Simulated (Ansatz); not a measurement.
# BH2O (SMILES [BH]O): RPA@PBE/cc-pVTZ

What is the vertical doublet–quartet gap of BH2O at RPA@PBE/cc-pVTZ? 

The results are computed with Ansatz 0.2.0.

50 further runs of the same task are left out: 50 set aside as unsound or not needed.

**1. Starting point**

BH2O: 4 atoms, total charge 0, spin state doublet. As SMILES, `[BH]O`. Geometry: relaxed at PBE0-D4/def2-TZVP.

Bond lengths: B1–O2 1.333 Å, B1–H3 1.201 Å, O2–H4 0.961 Å. Angles: B1–O2–H4 114.6°, O2–B1–H3 121.0°.

**2. A single-point energy at RPA@PBE/cc-pVTZ**

in.yaml

```yaml
crystal:
  periodic: [false, false, false]
  atoms:
    - symbol: B
      position_ang: [-0.006100, -0.485500, 0.388300]
    - symbol: O
      position_ang: [0.119700, 0.544500, -0.448600]
    - symbol: H
      position_ang: [-1.064200, -1.032400, 0.540300]
    - symbol: H
      position_ang: [1.006100, 0.913200, -0.500300]
basis:
  gaussian:
    orbitals: cc-pVTZ
accuracy: high
hamiltonian:
  xc: {name: PBE}
magnetization:
  spin_polarized: true
  initial_magnetization: 1
correlation:
  method: rpa
  frozen_orbitals: {B: 1, H: 0, O: 1}
```

Run with:

```console
$ ansatz run in.yaml --threads 1 --pin off --max-ram 3480MiB --events-out events.jsonl --progress --plain --runs-dir runs
```

The log of the run:

```text
Warning: RAYON_NUM_THREADS=1 ignored (pool sized by the plan → 1); use --threads N
Functional definition: PBE
  name "PBE"
  parameter kappa = 0.804
  parameter beta = 0.06672455060314922
  exchange = pbe_x(kappa = kappa, mu = beta*pi^2/3)
  correlation = pbe_c(beta = beta)
1459 factors; integrals over basis functions are off by at most 3.0e-9 eV
mean field evaluation 1: about -2747.7690 eV, gradient 3.8e1 eV
mean field evaluation 2: about -2747.7658 eV, gradient 3.8e1 eV
mean field evaluation 4: about -2751.7387 eV, gradient 1.1e1 eV
mean field evaluation 8: about -2752.3840 eV, gradient 1.1e-1 eV
mean field evaluation 16: about -2752.3840 eV, gradient 5.7e-6 eV
mean field -2752.38400536 eV, -101.1482465642 hartree, gradient 1.2e-8 eV, S^2 0.752073; 0 other end points of the search recorded, 0 dependent functions left out
2 core orbitals not correlated: weight in the atoms' cores, before any rotation towards them, 1.000 or more for the frozen orbitals, at most 0.000 for the correlated occupied ones
reference -2740.43025158 eV, -100.7089542151 hartree; 6, 5 occupied and 80, 81 virtual orbitals, 1459 factors
Total energy: -2754.94125202 eV, -101.2422236454 hartree
```

Run time: 6 s. Hardware: 1 thread of Arm Neoverse V1, shared host; peak memory 0.24 GiB.

**3. The quartet**

input.yaml

```yaml
crystal:
  periodic: [false, false, false]
  atoms:
    - {symbol: B, position_ang: [-0.006100, -0.485500, 0.388300]}
    - {symbol: O, position_ang: [0.119700, 0.544500, -0.448600]}
    - {symbol: H, position_ang: [-1.064200, -1.032400, 0.540300]}
    - {symbol: H, position_ang: [1.006100, 0.913200, -0.500300]}
basis:
  gaussian: {orbitals: cc-pVTZ}
magnetization: {spin_polarized: true, initial_magnetization: 3}
hamiltonian: {xc: {name: PBE}}
correlation: {method: rpa, frozen_orbitals: {B: 1, H: 0, O: 1}}
accuracy: high
```

Run with:

```console
$ ansatz run input.yaml --threads 1 --pin off --max-ram 3480MiB --events-out events.jsonl --progress --plain --runs-dir runs
```

The log of the run, cut to the lines that bear on the results:

```text
Warning: RAYON_NUM_THREADS=1 ignored (pool sized by the plan → 1); use --threads N
[... 2 set-up lines as earlier in the session ...]
[...]
1459 factors; integrals over basis functions are off by at most 3.0e-9 eV
[...]
mean field -2745.05962399 eV, -100.8790805134 hartree, gradient 3.0e-8 eV, S^2 3.752627; 6 other end points of the search recorded, 0 dependent functions left out
2 core orbitals not correlated: weight in the atoms' cores, before any rotation towards them, 1.000 or more for the frozen orbitals, at most 0.000 for the correlated occupied ones
reference -2732.66867011 eV, -100.4237213573 hartree; 7, 4 occupied and 79, 82 virtual orbitals, 1459 factors
Total energy: -2747.96257144 eV, -100.9857618645 hartree
```

Run time: 14 s. Hardware: 1 thread of Arm Neoverse V1, shared host; peak memory 0.3 GiB.

**4. Summary of results**

Level: RPA@PBE/cc-pVTZ, 2 core orbitals frozen.

```
                                        quantity          value
                           doublet: total energy  -101.24222 Eh
       doublet: RPA correlation energy (valence)     -533.3 mEh
      doublet: ⟨S²⟩ of the reference determinant          0.752
                           quartet: total energy  -100.98576 Eh
       quartet: RPA correlation energy (valence)     -562.0 mEh
      quartet: ⟨S²⟩ of the reference determinant          3.753
vertical energy of the quartet above the doublet       6.979 eV
```

At this shape the quartet lies 6.98 eV (161 kcal/mol) above the doublet.
